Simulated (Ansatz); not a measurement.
# BeLi− (singlet): r2SCAN, B97M-V over a scan of the distance Li1–Be2, aug-cc-pVTZ

How well do these functionals follow the top wave-function level for BeLi− (singlet) over a scan of the distance Li1–Be2?

Method: aug-cc-pVTZ, all electrons in the functionals; program: Ansatz 0.2.0, Gaussian basis.

Plan: r2SCAN, B97M-V, at 2.294 Å; 2.663 Å; 2.936 Å; 3.226 Å; 3.620 Å; 4.142 Å; 4.710 Å; 5.368 Å; 6.540 Å; 8.099 Å; 10.155 Å.

44 further runs of the same task are left out: 23 for a known fault of the program, 14 that didn't finish, 7 set aside as unsound or not needed.

### Step 1. What is computed

The geometry derives from a PBE0/def2-TZVPD stationary point (not a proven minimum). One bond is set to the value named and the two fragments are kept rigid.

2 atoms, charge -1, spin multiplicity 1.

Atoms are counted from 1 here; the program's logs count them from 0.

No contacts short enough for the rule that draws bonds.

No dispersion term is added; B97M-V holds VV10 nonlocal correlation.

The geometry shown and the zero of energy belong to the point 2.936 Å. The yardstick, FCI, and other wave-function levels (R restricted, U unrestricted, valence and pair active spaces) come from earlier runs.

### Step 2. r2SCAN, 2.294 Å

in.yaml

```yaml
crystal:
  periodic: [false, false, false]
  atoms:
    - {symbol: Li, position_ang: [0.000000, 0.000000, 0.000000]}
    - {symbol: Be, position_ang: [0.000000, 0.000000, 2.294000]}
basis:
  gaussian: {orbitals: aug-cc-pVTZ}
total_charge: -1
magnetization: {spin_polarized: true, initial_magnetization: 0}
hamiltonian: {xc: {name: r2SCAN}}
```

Started as:

```sh
ansatz run in.yaml --threads 1 --pin off --events-out ev --progress --plain --max-ram 2393MiB
```

Further steps of the session: r2SCAN, 2.663 Å; r2SCAN, 2.936 Å; r2SCAN, 3.226 Å; r2SCAN, 3.620 Å; r2SCAN, 4.142 Å; r2SCAN, 4.710 Å; r2SCAN, 5.368 Å; r2SCAN, 6.540 Å; r2SCAN, 8.099 Å; r2SCAN, 10.155 Å; B97M-V, 2.294 Å; B97M-V, 2.663 Å; B97M-V, 2.936 Å; B97M-V, 3.226 Å; B97M-V, 3.620 Å; B97M-V, 4.142 Å; B97M-V, 4.710 Å; B97M-V, 5.368 Å; B97M-V, 6.540 Å; B97M-V, 8.099 Å; B97M-V, 10.155 Å.

**Question.** What will the summary of the whole plan be? Wanted: span of the FCI curve; largest miss, r2SCAN; largest miss, B97M-V.

**Answer**, as computed:

| quantity | value |
| --- | --- |
| span of the FCI curve | 8.3 kcal/mol |
| largest miss, r2SCAN | +3.7 kcal/mol (6.540 Å) |
| largest miss, B97M-V | -3.0 kcal/mol (10.155 Å) |

What this shows: Of the functionals, B97M-V keep the smallest largest miss at the points compared (at most 3.0 kcal/mol) and r2SCAN strays most (3.7 kcal/mol, at 6.540 Å). r2SCAN, B97M-V clearly break the spin symmetry at some points (⟨S²⟩ up to 0.85 above the pure value), so energy there is bought with a mixed spin. Functionals and the yardstick converge differently with the basis, so part of each miss in aug-cc-pVTZ is the basis.
